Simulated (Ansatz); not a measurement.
**One shape, several levels: quartet BH2**

Aim: a comparison of 6 runs (U-wB97M-V/3-21G, U-r2SCAN/6-311G**, U-r2SCAN0/6-311G**, UCAM-B3LYP/6-311G**, UBCCD(T)/3-21G, UCCSDTQ/3-21G) of quartet BH2. 

Program for the calculation: Ansatz 0.2.0.

58 further runs of the same task are left out: 58 set aside as unsound or not needed.

## Step 1: The molecule

BH2 has 3 atoms, charge 0, and is taken as a quartet. SMILES of the parent species: `[BH2]`. Geometry: relaxed at GFN2-xTB. That shape belongs to the parent species and isn't relaxed for this state.

Bond lengths: B1–H2 1.159 Å, B1–H3 1.159 Å. Angles: H2–B1–H3 128.4°.

## Step 2: A single-point energy at U-wB97M-V/3-21G (run 1)

input.yaml reads:

```yaml
crystal:
  periodic: [false, false, false]
  atoms:
    - symbol: B
      position_ang: [0.262840, -0.166230, 0.128640]
    - symbol: H
      position_ang: [0.280020, 0.985320, 0.260980]
    - symbol: H
      position_ang: [-0.542860, -0.819090, -0.389630]
basis:
  gaussian:
    orbitals: 3-21G.json
magnetization:
  spin_polarized: true
  initial_magnetization: 3
hamiltonian:
  xc: {name: wB97M-V}
accuracy: high
```

The basis set 3-21G is read from a file made from the Basis Set Exchange's data (not shown).

Launch:

```console
$ ansatz run input.yaml --threads 1 --pin off --max-ram 2610MiB --events-out events.jsonl --progress --plain --runs-dir runs
```

What it wrote:

```text
Warning: RAYON_NUM_THREADS=1 ignored (pool sized by the plan → 1); use --threads N
Functional definition: wB97M-V
  name "wB97M-V"
  parameter omega = 0.3/bohr
  parameter cx = 0.15
  parameter cx01 = 1.007
  parameter cx10 = 0.259
  parameter css00 = 0.443
  parameter css04 = -1.437
  parameter css10 = -4.535
  parameter css20 = -3.390
  parameter css43 = 4.278
  parameter cos00 = 1.000
  parameter cos10 = 1.358
  parameter cos20 = 2.924
  parameter cos21 = -8.812
  parameter cos60 = -1.390
  parameter cos61 = 9.142
  parameter b = 6.0
  parameter c = 0.01
  gx(w, u) = 1 - cx + cx01*u + cx10*w
  gss(w, u) = css00 + css04*u^4 + css10*w + css20*w^2 + css43*w^4*u^3
  gos(w, u) = cos00 + cos10*w + (cos20 + cos21*u)*w^2 + (cos60 + cos61*u)*w^6
  exchange = spin_sum(e_x_unif_sr(omega)*gx(b97_w, b97_u_x)) + cx*exact_x_sr(omega) + exact_x_lr(omega)
  correlation = spin_sum(e_c_pw_mod_same_spin*gss(b97_w, b97_u_same))
      + integral(e_c_pw_mod_opposite_spin*gos(b97_w_opposite, b97_u_opposite)) + vv10(b, c)
250 factors; integrals over basis functions are off by at most 1.0e-8 eV
122 factors; integrals over basis functions are off by at most 2.3e-9 eV
mean field evaluation 1: about -694.6355 eV, gradient 6.0e0 eV
mean field evaluation 2: about -694.9781 eV, gradient 1.5e0 eV
mean field evaluation 4: about -695.0111 eV, gradient 1.1e-1 eV
mean field evaluation 8: about -695.0051 eV, gradient 2.9e-3 eV
mean field evaluation 16: about -695.0051 eV, gradient 4.5e-7 eV
mean field -695.00506860 eV, -25.5409651797 hartree, gradient 7.3e-8 eV, S^2 3.751558; 0 other end points of the search recorded, 0 dependent functions left out
reference -695.00507077 eV, -25.5409652596 hartree; 5, 2 occupied and 8, 11 virtual orbitals, 250 factors
Total energy: -695.00507077 eV, -25.5409652596 hartree
```

Wall time 5.4 s (1 thread of Arm Neoverse V1, shared host); peak memory 0.25 GiB.

## Step 3: The energy at U-r2SCAN/6-311G(d,p) (run 2)

job.yaml reads:

```yaml
crystal:
  periodic: [false, false, false]
  atoms:
    - {symbol: B, position_ang: [0.262840, -0.166230, 0.128640]}
    - {symbol: H, position_ang: [0.280020, 0.985320, 0.260980]}
    - {symbol: H, position_ang: [-0.542860, -0.819090, -0.389630]}
basis:
  gaussian:
    orbitals: 6-311G_st__st_.json
magnetization:
  spin_polarized: true
  initial_magnetization: 3
accuracy: high
hamiltonian:
  xc: r2scan
```

The basis set 6-311G** is read from a file made from the Basis Set Exchange's data (not shown).

Launch:

```console
$ ansatz run job.yaml --threads 1 --pin off --max-ram 2610MiB --events-out events.jsonl --progress --plain --runs-dir runs
```

What it wrote:

```text
Warning: RAYON_NUM_THREADS=1 ignored (pool sized by the plan → 1); use --threads N
Functional definition: r2SCAN
  name "r2SCAN"
  parameter k0 = 0.174
  parameter k1 = 0.065
  parameter a1 = 4.9479
  exchange = r2scan_x(k0 = k0, k1 = k1, a1 = a1)
  correlation = r2scan_c
533 factors; integrals over basis functions are off by at most 6.2e-9 eV
mean field evaluation 1: about -699.2764 eV, gradient 9.4e0 eV
mean field evaluation 2: about -699.7110 eV, gradient 6.0e0 eV
mean field evaluation 4: about -699.9702 eV, gradient 6.8e-2 eV
mean field evaluation 8: about -699.9679 eV, gradient 4.2e-3 eV
mean field evaluation 16: about -699.9679 eV, gradient 8.1e-7 eV
mean field -699.96786099 eV, -25.7233444362 hartree, gradient 7.2e-8 eV, S^2 3.752554; 0 other end points of the search recorded, 0 dependent functions left out
reference -699.96786282 eV, -25.7233445035 hartree; 5, 2 occupied and 25, 28 virtual orbitals, 533 factors
Total energy: -699.96786282 eV, -25.7233445035 hartree
```

Wall time 2 s (1 thread of Arm Neoverse V1, shared host); peak memory 0.13 GiB.

Run 3 isn't shown in full; the table further down has it.

## Step 4: A single-point energy at UCAM-B3LYP/6-311G(d,p) (run 4)

run.yaml reads:

```yaml
crystal:
  periodic: [false, false, false]
  atoms:
    - symbol: B
      position_ang: [0.262840, -0.166230, 0.128640]
    - symbol: H
      position_ang: [0.280020, 0.985320, 0.260980]
    - symbol: H
      position_ang: [-0.542860, -0.819090, -0.389630]
basis:
  gaussian:
    orbitals: 6-311G_st__st_.json
magnetization:
  spin_polarized: true
  initial_magnetization: 3
hamiltonian:
  xc: {name: CAM-B3LYP}
accuracy: high
```

The basis set 6-311G** is read from a file made from the Basis Set Exchange's data (not shown).

Launch:

```console
$ ansatz run run.yaml --threads 1 --pin off --max-ram 2610MiB --events-out events.jsonl --progress --plain --runs-dir runs
```

What it wrote:

```text
Warning: RAYON_NUM_THREADS=1 ignored (pool sized by the plan → 1); use --threads N
Functional definition: CAM-B3LYP
  name "CAM-B3LYP"
  parameter alpha = 0.19
  parameter beta = 0.46
  parameter omega = 0.33/bohr
  parameter ac = 0.81
  exchange = (1 - alpha - beta)*b88_x + beta*b88_x_sr(omega) + alpha*exact_x + beta*exact_x_lr(omega)
  correlation = (1 - ac)*vwn5_c + ac*lyp_c
533 factors; integrals over basis functions are off by at most 6.2e-9 eV
170 factors; integrals over basis functions are off by at most 1.7e-9 eV
mean field evaluation 1: about -699.1313 eV, gradient 7.1e0 eV
mean field evaluation 2: about -699.5053 eV, gradient 2.5e0 eV
mean field evaluation 4: about -699.5498 eV, gradient 9.4e-2 eV
mean field evaluation 8: about -699.5528 eV, gradient 3.2e-3 eV
mean field evaluation 16: about -699.5528 eV, gradient 5.3e-7 eV
mean field -699.55280685 eV, -25.7080914778 hartree, gradient 9.8e-8 eV, S^2 3.752790; 0 other end points of the search recorded, 0 dependent functions left out
reference -699.55282019 eV, -25.7080919681 hartree; 5, 2 occupied and 25, 28 virtual orbitals, 533 factors
Total energy: -699.55282019 eV, -25.7080919681 hartree
```

Wall time 1.1 s (1 thread of Arm Neoverse V1, shared host); peak memory 0.093 GiB.

Run 5 isn't shown in full; the table further down has it.

## Step 5: A single-point energy at UCCSDTQ/3-21G (run 6)

input.yaml reads:

```yaml
basis:
  gaussian:
    orbitals: 3-21G.json
crystal:
  periodic: [false, false, false]
  atoms:
    - {symbol: B, position_ang: [0.262840, -0.166230, 0.128640]}
    - {symbol: H, position_ang: [0.280020, 0.985320, 0.260980]}
    - {symbol: H, position_ang: [-0.542860, -0.819090, -0.389630]}
magnetization:
  spin_polarized: true
  initial_magnetization: 3
correlation:
  method: ccsdtq
  frozen_orbitals: {B: 1, H: 0}
accuracy: high
scf:
  omitted_lower_state_checks: [cluster_reference, increment]
```

The basis set 3-21G is read from a file made from the Basis Set Exchange's data (not shown).

Launch:

```console
$ ansatz run input.yaml --threads 1 --pin off --max-ram 2610MiB --events-out events.jsonl --progress --plain --runs-dir runs
```

What it wrote, cut to the lines that bear on the results:

```text
Warning: RAYON_NUM_THREADS=1 ignored (pool sized by the plan → 1); use --threads N
Functional definition: HF
  name "HF"
[...]
250 factors; integrals over basis functions are off by at most 1.0e-8 eV
[...]
mean field -691.26806050 eV, -25.4036326649 hartree, gradient 2.4e-8 eV, S^2 3.757218; 2 other end points of the search recorded, 0 dependent functions left out
1 core orbitals not correlated: weight in the atoms' cores, before any rotation towards them, 1.000 or more for the frozen orbitals, at most 0.000 for the correlated occupied ones
reference -691.26806050 eV, -25.4036326649 hartree; 4, 1 occupied and 8, 11 virtual orbitals, 250 factors
second order -0.93006791 eV of doubles, -0.00000000 eV of singles
cycle   1  -1.19813332 eV  change   -2.7e-1 eV  update   4.9e-2
[...]
cycle  19  -1.39290457 eV  change   4.0e-11 eV  update  3.7e-10
Total energy: -692.66096507 eV, -25.4548209637 hartree
Checks for a lower state left out: cluster_reference, increment
```

Run time: 5.4 s. Hardware: 1 thread of Arm Neoverse V1, shared host; peak memory 0.093 GiB.

## Step 6: The series

```csv
run,level,frozen core orbitals,energy (Eh),⟨S²⟩,wall time
1,U-wB97M-V/3-21G,–,-25.540965,3.752,5.4 s
2,U-r2SCAN/6-311G**,–,-25.723345,3.753,2 s
3,U-r2SCAN0/6-311G**,–,-25.720482,3.754,1.9 s
4,UCAM-B3LYP/6-311G**,–,-25.708092,3.753,1.1 s
5,UBCCD(T)/3-21G,1,-25.454578,3.757,0.3 s
6,UCCSDTQ/3-21G,1,-25.454821,3.757,5.4 s
```

## Step 7: Outcome

```
                                         quantity         value
                              run 6: total energy  -25.45482 Eh
run 6: correlation energy (1 core orbital frozen)     -51.2 mEh
         run 6: ⟨S²⟩ of the reference determinant         3.757
                             run 6: T1 diagnostic         0.011
```

Totals of different functionals can't be ranked against each other. All runs together took 16 s, the longest 5.4 s.
